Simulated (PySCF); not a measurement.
All numbers come from BP86 in PySCF with B def2-TZVP, H def2-TZVP; no relativity; density-fitted integrals. Open shells, if any, are unrestricted.

What shape and geometry does isolated singlet BH3 take (every ligand bound to B)?

Counting electrons, boron keeps none of its valence electrons outside its bonds, so the VSEPR class is AX3 and the expected shape is trigonal planar (D3h), as computed. The lowest minimum found is a singlet of D3h symmetry with B–H 1.200 Å (×3); H–B–H 120.0° (×3). Its harmonic wavenumbers are 1124 (a2''), 1158 (e'), 2499 (a1'), 2633 (e') cm⁻¹ and its dipole moment is 0.00 D.
